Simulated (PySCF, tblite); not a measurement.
**CCl₃ radical, a cluster model of a defect (C site with back bonds Cl, Cl, Cl): EPR parameters**

Aim: the EPR parameters of `Cl[C](Cl)Cl`. It is drawn as: dangling bond.

Programs: tblite 0.8.0 and PySCF 2.14.0. All values are calculated, for the isolated system unless a continuum is named. Atoms count from 0, parts from 1.

## 1. Starting point

4 atoms, charge 0, multiplicity 2; geometry: distance geometry start.

## 2. Relaxing the cluster with GFN2-xTB

The job: settings as JSON, then the geometry in Å.

```
{"job": {"kind": "relax", "xc": "GFN2-xTB", "basis": "xTB"}, "charge": 0, "multiplicity": 2}
C      0.002424     0.017240     0.398491
Cl    -0.576070     1.594845    -0.137823
Cl    -1.133157    -1.260223    -0.135680
Cl     1.658978    -0.319610    -0.131447
```

Method: GFN2-xTB geometry optimisation, gas phase.

Run with:

```
> OMP_NUM_THREADS=1 python cluster_run.py task.json out
```

The driver reads the jobs from task.json and runs them one after another.

**Question.** The jobs that follow are: PBE0-D3(BJ)/def2-SVP geometry optimisation, gas phase; UKS B3LYP, IGLO-III on C Cl, non-relativistic, mean-field spin-orbit, GIAO; UKS BHandHLYP, IGLO-III on C Cl, non-relativistic, mean-field spin-orbit, GIAO. Predict: point group; rotational constants (main isotopes); g(iso) (B3LYP); ⟨S²⟩; largest a(iso) (averaged by class); surface potential, 1st and 99th percentile.

**Answer**, as computed:

| quantity | value |
| --- | --- |
| point group | C3v |
| rotational constants (main isotopes) | 3.37, 3.37, 1.69 GHz |
| g(iso) (B3LYP) | 2.00958 |
| ⟨S²⟩ | 0.754 (exact 0.75) |
| largest a(iso) (averaged by class) | 13C on C0, 344.1 MHz |
| surface potential, 1st and 99th percentile | -0.16 V and 0.93 V |

In words: Relaxing lowered the energy by 0.020 eV in 4 steps; the close pair that moved most is C0–Cl1, from 1.739 to 1.712 Å (PBE0/def2-SVP). No frequency check was run at this level, so the end point may be a saddle. Most of the unpaired spin sits on C0 (0.75 e). The isotropic g lies 7.3 ppt above the free-electron value. The coupling of 13C on C0 runs from 344.1 (B3LYP/IGLO-III) to 387.6 MHz (BHandHLYP/IGLO-III).
